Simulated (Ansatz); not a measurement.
# Which is lower?

Two relaxed structures of CH$_{5}$BN, doublet (PBE0-D4/def2-TZVP; forces vanish, vibrations not checked).

A:

```xyz
8
angstrom
B -1.5390 0.3634 -0.5621
N -0.3431 0.0572 -0.0615
C 0.6997 -0.3579 0.7581
H -1.6514 0.8042 -1.6763
H -2.5186 0.1900 0.1267
H 0.2852 -0.6933 1.7224
H 1.2477 -1.2057 0.3323
H 1.4028 0.4536 0.9758
```

B:

B1  (-0.021, 0.191, -0.554)
N2  (-1.335, 0.267, -0.855)
C3  (0.590, -0.356, 0.791)
H4  (-2.094, 0.817, -1.211)
H5  (0.716, 0.513, -1.467)
H6  (-0.162, -0.620, 1.535)
H7  (1.208, -1.236, 0.585)
H8  (1.261, 0.396, 1.218)
(Å)

Program: Ansatz 0.2.0. Basis: def2-TZVPP. Cores are frozen in the correlated methods; orbitals are unrestricted. B3LYP uses VWN-RPA correlation.

Question: Which structure is lower at CCSD(T), and by how much? (An estimate is asked for; the value comes from the calculation.)

Answer: The calculation gives: B, by 10.09 kcal/mol (electronic energy, against the other). By their contacts, A is CH₅BN ([BH2][N][CH3]) and B is CH₅BN ([CH3][BH][NH]).

All methods give the same order:

```csv
method,E(B) − E(A) (kcal/mol)
PBE-D4,-7.89
r2SCAN-D4,-9.23
PBE0-D4,-8.88
B3LYP-D4,-8.23
wB97M-V,-9.87
HF,-10.50
MP2,-11.07
CCSD,-10.24
CCSD(T),-10.09
```

The T1 diagnostic stays at or below 0.024. ⟨S²⟩ of the unrestricted Hartree–Fock references: 0.77 to 0.78 (a pure state has 0.75).

Labels in which every atom is bracketed show which atoms are joined, not bond orders.

For scale, one of the runs: CCSD(T)/def2-TZVPP, 163 basis functions, launched by `ansatz run in.yaml --threads 2 --pin off --events-out ev --progress --plain --max-ram 4352MiB`. Hardware: 2 CPU threads of an Arm Neoverse V1, shared host. Wall time 87 s; peak host memory 3.1 GiB.
